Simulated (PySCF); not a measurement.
O₃, SMILES [O+]([O-])=O. Geometry optimised at PBE0-D3(BJ)/def2-TZVP. The molecule may have multireference character, which single-reference levels describe poorly.

All values below come from PBE0-D3(BJ)/def2-TZVP in PySCF 2.14.0.

Harmonic wavenumbers (cm⁻¹): 780, 1304, 1326. Rotational constants (GHz): 117.9, 13.97, 12.49; symmetry number 2.

Work out the zero-point energy and the ideal-gas rigid-rotor harmonic-oscillator thermochemistry at 298.15 K and 1 atm.

ZPE = ½ Σ hcν = ½ × 3410 cm⁻¹ = 20.40 kJ/mol. H − E(el) = 30.59 kJ/mol. Entropy in J/(mol K): translation 157.03, rotation 79.11, vibration 1.15, total 237.29. G − E(el) = -40.16 kJ/mol. Cp = 37.30 J/(mol K).
